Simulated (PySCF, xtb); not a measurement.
Homolysis of single bonds, series SiF3-X. All species are isolated molecules in the gas phase. One relaxed conformer stands for each flexible species; it need not be the lowest. Strings in code marks are SMILES.

Quantity: homolytic bond dissociation enthalpy at 298 K (no spin–orbit term), in kcal/mol. Thermal and zero-point terms are GFN2-xTB rigid-rotor harmonic values (xtb).

A: N–Si bond of `N[Si](F)(F)F`, giving `F[Si](F)F` and `[NH2]`
B: Si–Se bond of `F[Si](F)(F)[SeH]`, giving `F[Si](F)F` and `[SeH]`
C: Si–Br bond of `F[Si](F)(F)Br`, giving `F[Si](F)F` and `[Br]`

### Question
Rank these by homolytic bond dissociation enthalpy at 298 K (no spin–orbit term) (lowest first), as B3LYP/3-21G // r2SCAN-D4/def2-TZVP (PySCF) gives it.

### Answer
B (73.2 kcal/mol), C (83.1 kcal/mol), A (124.2 kcal/mol)
